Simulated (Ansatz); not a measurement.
C4H10S2 (1,4-butanedithiol): the atomisation enthalpy at 298 K, rung by rung

The species is C4H10S2 (16 atoms), meant as a singlet with charge 0. As SMILES, `SCCCCS`. The shape is that of a PBE0-D4/def2-TZVP optimisation. This is one conformer, not always the lowest.

Quantity: the atomisation enthalpy at 298 K, in kJ/mol. The values are calculated. The thermal term (zero-point and 298 K enthalpy, harmonic and unscaled) is that of HF/3-21G; the spin-orbit lowering of the free atoms at 298 K, 3.8 kJ/mol by their spectra, is taken off.

**What was measured.** CRC Handbook of Chemistry and Physics gives the atomisation enthalpy at 298 K of the gas as 5652 kJ/mol.

| level | kind | program | value (kJ/mol) | computed − measured | CPU time (all runs) |
| --- | --- | --- | --- | --- | --- |
| HF/6-31G* (spherical functions) | Hartree–Fock | Ansatz | 4038 | -1614 | 5.1 s |
| SVWN5/6-31G* (spherical functions) | LDA | Ansatz | 6472 | +820 | 6.3 s |
| BLYP/6-31G* (spherical functions) | GGA | Ansatz | 5505 | -147 | 10 s |
| r2SCAN/6-31G* (spherical functions) | meta-GGA | Ansatz | 5606 | -46 | 18 s |
| B3LYP/6-31G* (spherical functions) | global hybrid | Ansatz | 5549 | -103 | 11 s |
| MP2/6-31G* (spherical functions) | perturbation theory | Ansatz | 5101 | -551 | 7.3 s |
| CCSD(T)/6-31G* (spherical functions) | coupled cluster or CI | Ansatz | 5068 | -584 | 52 s |
| CCSD/6-31G* (spherical functions) | coupled cluster or CI | Ansatz | 5018 | -634 | 39 s |

Nearest: r2SCAN/6-31G* (spherical functions) (-46 kJ/mol); farthest: HF/6-31G* (spherical functions) (-1614 kJ/mol). Computed less measured by kind, in kJ/mol (6-31G* rows): Hartree–Fock -1614; LDA +820; GGA -147; meta-GGA -46; global hybrid -103; perturbation theory -551; coupled cluster or CI -634 to -584. Wave-function methods converge slowly with the basis and bind too weakly in sets of this size; that is part of their error here. Times are those of the runs behind each value, whatever else they computed, on shared processors of several kinds: orders of magnitude only.
